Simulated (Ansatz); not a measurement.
Input file:

```yaml
crystal:
  periodic: [false, false, false]
  atoms:
    - {symbol: Cl, position_ang: [0.081080, -0.411458, 2.293858]}
    - {symbol: Si, position_ang: [-0.083794, 0.957774, 0.734160]}
    - {symbol: Ge, position_ang: [-0.007174, -0.169495, -1.403406]}
basis:
  gaussian: {orbitals: STO-3G}
magnetization: {spin_polarized: false, initial_magnetization: 3}
correlation: {method: ccsd_t, electrons: outside_noble_gas}
accuracy: high
output: {forces: true}
```

```sh
$ ansatz run in.yaml --threads 1 --pin off --events-out ev --progress --plain --max-ram 2393MiB
```

Output:

```
551 factors; integrals over basis functions are off by at most 1.3e-8 eV
mean field evaluation 1: about -75968.8786 eV, gradient 1.3e1 eV
mean field evaluation 2: about -75968.9262 eV, gradient 1.3e1 eV
mean field evaluation 4: about -75970.3123 eV, gradient 1.7e0 eV
mean field evaluation 8: about -75970.3413 eV, gradient 8.0e-2 eV
mean field evaluation 16: about -75970.3743 eV, gradient 2.8e-2 eV
mean field evaluation 32: about -75970.2903 eV, gradient 6.7e-2 eV
mean field evaluation 64: about -75969.5064 eV, gradient 2.9e0 eV
mean field evaluation 96: about -75970.2933 eV, gradient 1.5e0 eV
mean field evaluation 128: about -75965.8689 eV, gradient 4.9e0 eV
mean field evaluation 160: about -75969.6863 eV, gradient 3.4e-2 eV
...
cycle  16  -1.98537195 eV  change    1.7e-7 eV  update   1.7e-7
cycle  17  -1.98537188 eV  change    6.9e-8 eV  update   5.2e-8
cycle  18  -1.98537190 eV  change   -1.6e-8 eV  update   2.9e-8
cycle  19  -1.98537184 eV  change    5.7e-8 eV  update   8.1e-8
cycle  20  -1.98537180 eV  change    4.0e-8 eV  update   4.1e-8
cycle  21  -1.98537180 eV  change    3.5e-9 eV  update   1.7e-8
cycle  22  -1.98537180 eV  change   -4.9e-9 eV  update   7.7e-9
cycle  23  -1.98537180 eV  change   3.9e-10 eV  update   3.6e-9
cycle  24  -1.98537180 eV  change    1.5e-9 eV  update   1.8e-9
cycle  25  -1.98537180 eV  change   7.4e-10 eV  update  8.9e-10
perturbative correction -0.07967144 eV, -0.0029278715 hartree
WARN: these amplitudes may be one of several solutions (largest doubles amplitude 0.18, level shift 1.61 eV)
the calculation of the forces begins
Total energy: -75972.40242486 eV, -2791.9342931697 hartree
Atom 0 at     0.081080    -0.411458     2.293858 Å, force     0.119885    -1.044683     0.848031 eV/Å
Atom 1 at    -0.083794     0.957774     0.734160 Å, force    -0.094282     0.562399    -2.177927 eV/Å
Atom 2 at    -0.007174    -0.169495    -1.403406 Å, force    -0.025604     0.482283     1.329896 eV/Å
Dipole moment:    -0.048435     0.402286    -0.457934 e Å
```

Forces (eV/Å):
```
Cl   0.120 -1.045  0.848
Si  -0.094  0.562 -2.178
Ge  -0.026  0.482  1.330
```

Ran on 1 thread of Arm Neoverse V2, shared host: 7.5 s wall, 0.12 GiB peak host memory.
